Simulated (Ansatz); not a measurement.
The first iterations of a band of CH4MgN (7 atoms, charge 0, multiplicity 2).

Theory: UKS B3LYP-D4/def2-SVP in Ansatz.

```yaml
movable_images: 7
climbing_image: yes
spring: 5.0 eV/Å²
optimiser: quadratic models (default)
start_path: through a guess of the saddle point
force_threshold: 0.2 eV/Å
iteration_limit: 18
end_points: relaxed
```

Image 0:

```xyz
7
Properties=species:S:1:pos:R:3
N -0.258 -0.607 -0.756
C 0.379 -0.028 0.395
Mg -0.440 2.020 1.090
H -1.246 -0.808 -0.614
H -0.165 -0.042 -1.598
H 1.451 0.148 0.207
H 0.278 -0.684 1.275
```

Image 8:

```xyz
7
Properties=species:S:1:pos:R:3
N -0.561 -0.074 -0.553
C 0.521 0.020 0.499
Mg -0.597 1.809 0.737
H -0.997 -0.997 -0.630
H -0.184 0.137 -1.478
H 1.529 -0.204 0.117
H 0.290 -0.691 1.308
```

| iteration | highest image above the first end (eV) | largest band force component (eV/Å) |
| --- | --- | --- |
| 1 | 0.376 | 2.314 |
| 2 | 0.223 | 1.536 |

Does the band converge within its limit, and where does its top end?

The forces met the threshold. It ended after 6 iterations with the highest image 0.126 eV above the first end. The threshold of 0.2 eV/Å is loose, so the images may lie well off the minimum-energy path. Another band between the same ends (7 images) ends at a top of the same energy, where a vibrational analysis finds 1 clearly imaginary mode.

The run took 8.3 min on 1 thread of Intel(R) Xeon(R) Processor @ 2.50GHz (Skylake/Cascade Lake), with other jobs on the host, peak memory 0.17 GiB.
